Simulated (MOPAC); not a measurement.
MOPAC input (AM1):

```
AM1 PRECISE GNORM=0.05 LET XYZ GEO-OK AUX(PRECISION=9) THREADS=1
AlF3

Al   -0.00000000 1    0.00000000 1    0.00000000 1
F    -0.00033900 1    1.63398200 1    0.02535100 1
F     1.41503800 1   -0.81619400 1   -0.04509100 1
F    -1.41469900 1   -0.81778800 1    0.01974000 1
```

Output:

```
 *******************************************************************************
 **                                                                           **
 **                              MOPAC v23.2.5                                **
 **                                                                           **
 *******************************************************************************
 ** MOPAC's Digital Object Identifier: https://doi.org/10.5281/zenodo.6511958 **
 **                                                                           **
 ** Please cite the open-source release paper for use of this MOPAC version:  **
 ** J. E. Moussa and J. J. P. Stewart (2026)                                  **
 ** MOPAC: An open-source semiempirical molecular orbital program             **
 ** J. Open Source Softw., 11(119), 8025, https://doi.org/10.21105/joss.08025 **
 *******************************************************************************

                              AM1 CALCULATION RESULTS

 *******************************************************************************
 *  AM1        - The AM1 Hamiltonian to be used
 *  GEO-OK     - OVERRIDE INTERATOMIC DISTANCE AND OTHER SAFETY CHECKS
 *  LET        - OVERRIDE SOME SAFETY CHECKS
 *  PRECISE    - TIGHTER CRITERIA TO BE USED
 *  XYZ        - CARTESIAN COORDINATE SYSTEM TO BE USED
 *  GNORM      - EXIT WHEN GRADIENT NORM DROPS BELOW 0.050
 *  AUX        - OUTPUT AUXILIARY INFORMATION
 *******************************************************************************
AM1 PRECISE GNORM=0.05 LET XYZ GEO-OK AUX(PRECISION=9) THREADS=1
 AlF3

   ATOM   CHEMICAL          X               Y               Z
  NUMBER   SYMBOL      (ANGSTROMS)     (ANGSTROMS)     (ANGSTROMS)

     1      Al         -0.00000000  *   0.00000000  *   0.00000000  *
     2       F         -0.00033900  *   1.63398200  *   0.02535100  *
     3       F          1.41503800  *  -0.81619400  *  -0.04509100  *
     4       F         -1.41469900  *  -0.81778800  *   0.01974000  *

          CARTESIAN COORDINATES

    NO.       ATOM           X           Y           Z

     1        Al         -0.0000      0.0000      0.0000
     2         F         -0.0003      1.6340      0.0254
     3         F          1.4150     -0.8162     -0.0451
     4         F         -1.4147     -0.8178      0.0197

  F: (AM1): M.J.S. DEWAR AND E. G. ZOEBISCH, THEOCHEM, 180, 1 (1988).
 Al: (AM1): M. J. S. Dewar, A. J. Holder, Organometallics, 9, 508-511 (1990).

           Empirical Formula: Al F3  =     4 atoms

      MOLECULAR POINT GROUP   :   D3h

      RHF CALCULATION, NO. OF DOUBLY OCCUPIED LEVELS = 12

          Geometry optimization using EF

          DIAGONAL MATRIX USED AS START HESSIAN

 CYCLE:     1  GRAD.:   105.334 HEAT: -280.8092
 CYCLE:     2  GRAD.:   140.331 HEAT: -278.5699
 CYCLE:     3  GRAD.:     9.205 HEAT: -285.8139
 CYCLE:     4  GRAD.:     0.745 HEAT: -285.8488
 CYCLE:     5  GRAD.:     2.039 HEAT: -285.8483
 CYCLE:     6  GRAD.:     1.866 HEAT: -285.8479
 CYCLE:     7  GRAD.:     0.544 HEAT: -285.8489
 CYCLE:     8  GRAD.:     0.193 HEAT: -285.8490
 CYCLE:     9  GRAD.:     0.727 HEAT: -285.8489
 CYCLE:    10  GRAD.:     0.130 HEAT: -285.8490
 CYCLE:    11  GRAD.:     0.081 HEAT: -285.8490
 CYCLE:    12  GRAD.:     0.003 HEAT: -285.8490

     GRADIENT =  0.00270 IS LESS THAN CUTOFF =  0.05000

 -------------------------------------------------------------------------------
 AM1 PRECISE GNORM=0.05 LET XYZ GEO-OK AUX(PRECISION=9) THREADS=1
 AlF3

     GEOMETRY OPTIMISED USING EIGENVECTOR FOLLOWING (EF).
     SCF FIELD WAS ACHIEVED

                              AM1 CALCULATION
                                                       MOPAC v23.2.5 Linux

          FINAL HEAT OF FORMATION =       -285.84902 KCAL/MOL =   -1195.99232 KJ/MOL

          COSMO AREA              =         90.75 SQUARE ANGSTROMS
          COSMO VOLUME            =         76.02 CUBIC ANGSTROMS

          GRADIENT NORM           =          0.00270          =       0.00135 PER ATOM
          IONIZATION POTENTIAL    =         13.773964 EV
          HOMO LUMO ENERGIES (EV) =        -13.774  0.365
          NO. OF FILLED LEVELS    =         12
          MOLECULAR WEIGHT        =         83.9767         POINT GROUP:  D3h

          MOLECULAR DIMENSIONS (Angstroms)

            Atom       Atom       Distance
            F     4    F     2     2.73709
            F     3    F     2     2.37039
            F     3   Al     1     0.00000

          SCF CALCULATIONS        =         13

   ATOM   CHEMICAL          X               Y               Z
  NUMBER   SYMBOL      (ANGSTROMS)     (ANGSTROMS)     (ANGSTROMS)

     1      Al         -0.00000107  *   0.00000012  *   0.00000003  *
     2       F         -0.00032701  *   1.58007166  *   0.02451457  *
     3       F          1.36835147  *  -0.78926487  *  -0.04360330  *
     4       F         -1.36802318  *  -0.79080695  *   0.01908870  *

                             CARTESIAN COORDINATES

   1   Al       -0.000001066     0.000000124     0.000000026
   2    F       -0.000327013     1.580071664     0.024514570
   3    F        1.368351467    -0.789264866    -0.043603302
   4    F       -1.368023183    -0.790806946     0.019088699

           Empirical Formula: Al F3  =     4 atoms

      MOLECULAR POINT GROUP   :   D3h

                  EIGENVALUES
 -48.25993 -48.25990 -47.48616 -16.91305 -15.96993 -15.55920 -15.55920 -14.01764
 -13.83749 -13.83749 -13.77397 -13.77396   0.36467   1.02561   4.05482   4.05483

              NET ATOMIC CHARGES AND DIPOLE CONTRIBUTIONS

  ATOM NO.   TYPE          CHARGE      No. of ELECS.   s-Pop       p-Pop
    1         Al           1.175366        1.8246     0.62782     1.19681
    2          F          -0.391789        7.3918     1.86432     5.52747
    3          F          -0.391789        7.3918     1.86432     5.52747
    4          F          -0.391788        7.3918     1.86432     5.52747
 DIPOLE           X         Y         Z       TOTAL
 POINT-CHG.    -0.000     0.000     0.000     0.000
 HYBRID        -0.000     0.000     0.000     0.000
 SUM           -0.000     0.000     0.000     0.000

          ATOMIC ORBITAL ELECTRON POPULATIONS

     Atom    s        px        py        pz
    1 Al   0.62782   0.41512   0.41514   0.36655
    2  F   1.86432   1.94674   1.70290   1.87782
    3  F   1.86432   1.76385   1.88592   1.87769
    4  F   1.86432   1.76394   1.88568   1.87784

 **********************
 *                    *
 * JOB ENDED NORMALLY *
 *                    *
 **********************

 == MOPAC DONE ==
```

The geometry given is a B3LYP-D3(BJ)/def2-TZVP minimum.
